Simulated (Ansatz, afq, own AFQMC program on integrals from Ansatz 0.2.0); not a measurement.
# B2H, quartet: AFQMC among the cluster methods

```csv
atom,x (Å),y (Å),z (Å)
B,-0.3829,0.0000,0.5868
B,0.3646,0.0000,-0.7372
H,0.1964,0.0000,1.6128
```

Connectivity, by distances: BH–B.

Basis 6-31G. Noble-gas cores (and the filled d shells of Ga–Kr and In–Xe) are frozen. AFQMC by an in-house program on the Cholesky factors that Ansatz 0.2.0 writes for its CCSD(T) run. ph-AFQMC/CISD is guided by a CISD state made of CCSD amplitudes; releasing the constraint for a short imaginary time cuts its bias at the price of noise, slowly where states lie close. Uncertainties: one standard error, sampling alone.

Determinant: UHF, the one that the program's search chose, which needn't be the lowest solution. The geometry is a point of a scan.

Full CI on the same integrals is exact in this basis and with this determinant's frozen core.

Cautions: lower spins were not checked.

- T1 diagnostic: 0.0348
- weight of the determinant in the CISD state: 0.915
- ⟨S²⟩ of the determinant: 3.765
- size of the correlated space: 7 electrons in 18 orbitals

Reference: full CI, correlation energy -2.422 eV. The released energy is read at 1.62 1/Eh, later times being too noisy (meV from the phaseless value at times in 1/Eh: -3.0 ± 1.6 at 0.24, -5.5 ± 1.2 at 0.51, -7.0 ± 1.0 at 0.99, -8.3 ± 1.2 at 1.62, -17 ± 6 at 2.40).

```json
{"level": "HF", "E − E(reference) (kJ/mol)": "233.7", "share of correlation (%)": "0.00"}
{"level": "MP2", "E − E(reference) (kJ/mol)": "69.0", "share of correlation (%)": "70.48"}
{"level": "CCSD", "E − E(reference) (kJ/mol)": "8.3", "share of correlation (%)": "96.47"}
{"level": "CCSD(T)", "E − E(reference) (kJ/mol)": "2.5", "share of correlation (%)": "98.91"}
{"level": "CCSDT", "E − E(reference) (kJ/mol)": "0.5", "share of correlation (%)": "99.77"}
{"level": "CCSDT(Q)", "E − E(reference) (kJ/mol)": "0.1", "share of correlation (%)": "99.95"}
{"level": "CCSDTQ", "E − E(reference) (kJ/mol)": "0.0", "share of correlation (%)": "99.99"}
{"level": "ph-AFQMC/CISD", "E − E(reference) (kJ/mol)": "1.1 ± 0.4", "share of correlation (%)": "99.52"}
{"level": "released AFQMC", "E − E(reference) (kJ/mol)": "0.3 ± 0.1", "share of correlation (%)": "99.87"}
```

CCSDT and higher add their correlation energy to the determinant of the CCSD(T) run, since their own runs factorise the integrals more tightly (a shift of under 2 meV). A walk keeps the symmetry of its determinant, which the program's search chose and which needn't be the lowest solution, so a lower state of the same spin and another symmetry isn't excluded. Released energies are given only where the last usable release times agree within the noise; a slower fall can still hide under it.
